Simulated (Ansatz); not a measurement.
Geometry optimisation, RHF/def2-SVP (Ansatz 0.2.0).

The input (input.yaml):

```yaml
crystal:
  periodic: [false, false, false]
  atoms:
    - { symbol: B, position_ang: [0.0, 0.0, 0.0] }
    - { symbol: Cl, position_ang: [0.0, 0.0, 2.21] }
    - { symbol: H, position_ang: [1.0305, 0.0, -0.595] }
    - { symbol: H, position_ang: [-1.0305, 0.0, -0.595] }
    - { symbol: O, position_ang: [0.0715, -1.6212, 0.5392] }
    - { symbol: H, position_ang: [-0.475, -2.2058, -0.077] }
    - { symbol: H, position_ang: [0.053, -1.2026, 1.6085] }
basis:
  gaussian: { orbitals: def2-SVP }
hamiltonian:
  xc: hf
relax:
  f_tol: 0.15
  max_steps: 25
  restrain:
    - { distance: [0, 4], at: 2.61, k: 30.0 }
    - { distance: [6, 1], at: 2.57, k: 30.0 }
    - { distance: [0, 1], at: 1.86, k: 30.0 }
    - { distance: [6, 4], at: 1.01, k: 30.0 }
```

Launched with:

```bash
$ ansatz run input.yaml --threads 1 --pin off --max-ram 2048MiB --backend cpu --events-out ev --progress --plain --runs-dir out
```

Question: Where does it end, and by what steps?

Answer: It converged. The restraints hold the end off the free minimum; the threshold counts their pulls, which the force column leaves out. Restrained pairs: B1–O5 (1.71 → 2.60 Å), Cl2–H7 (1.35 → 2.58 Å), B1–Cl2 (2.21 → 1.83 Å), O5–H7 (1.15 → 0.97 Å). After 9 steps the energy has fallen by 2.850 eV (the restraints' own energy left out); H7 moved furthest, 0.76 Å.

```csv
step,energy less start (eV),largest force component (eV/Å),accepted
0,0.0000,5.267,yes
1,-0.7162,3.528,yes
2,-1.2281,2.718,yes
3,-1.7920,2.601,yes
4,-2.5962,1.823,yes
5,-2.6605,1.754,yes
6,-2.7986,1.221,yes
7,-2.8296,1.059,yes
8,-2.8446,1.318,yes
9,-2.8502,1.205,yes
```

```xyz
7
Properties=species:S:1:pos:R:3
B 0.045 0.381 0.048
Cl -0.076 0.601 1.860
H 1.128 0.439 -0.436
H -0.977 0.334 -0.558
O 0.118 -2.189 0.465
H -0.684 -2.669 0.315
H 0.096 -1.927 1.398
```

The run took 9.4 s on 1 thread of Arm Neoverse V1, on a shared host, peak memory 0.12 GiB.
